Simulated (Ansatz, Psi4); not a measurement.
# Heat of formation of CH2N (SMILES C=[N]) from total energies

The species is CH2N (4 atoms), meant as a doublet with charge 0. SMILES: `C=[N]`. The shape is that of a PBE0-D4/def2-TZVP optimisation.

Total energies at USVWN5/def2-TZVPP (Psi4 1.11); the atoms run unrestricted:

```tsv
species	state	energy (Eh)
CH2N	doublet	-93.191845
C	triplet	-37.467389
N	quartet	-54.132858
H	doublet	-0.478344
```

Harmonic wavenumbers at UPBE0-D4/def2-TZVP, in cm⁻¹: 929, 998, 1372, 1746, 2990, 3052.

Measured heats of formation of the gaseous atoms at 298.15 K, in kJ/mol: C 716.9, N 472.4, H 218.0. Take 1 Eh = 2625.50 kJ/mol, 1 cm⁻¹ = 0.0119627 kJ/mol, RT = 2.479 kJ/mol.

Q: Work out the heat of formation of the gas at 298 K.

A: 
1. Electronic atomisation energy: (-37.467389) + (-54.132858) + 2 × (-0.478344) − (-93.191845) = 0.634910 Eh = 1667.0 kJ/mol.
2. Zero-point energy: half the sum of the wavenumbers, 5543.5 cm⁻¹ = 66.3 kJ/mol.
3. Thermal vibrational enthalpy, Σ hcν̃/(exp(hcν̃/kT) − 1): 0.3 kJ/mol. Translation, rotation and pV of a non-linear molecule: 4 RT = 9.9 kJ/mol.
4. The 4 free atoms carry 5/2 RT each: 24.8 kJ/mol.
5. Atomisation enthalpy at 298 K: 1667.0 − 66.3 − 0.3 − 9.9 + 24.8 = 1615.3 kJ/mol.
6. Sum of the atoms' heats of formation: 1625.3 kJ/mol. Heat of formation: 1625.3 − 1615.3 = +10.0 kJ/mol.

The tabulated value is +238.6 kJ/mol (Active Thermochemical Tables), so this level is off by -228.6 kJ/mol, or 16.5 % of the atomisation enthalpy that the table implies (1386.7 kJ/mol). The LDA overbinds, which puts heats of formation too low. Anharmonicity and any spin-orbit splitting of the molecule are left out.
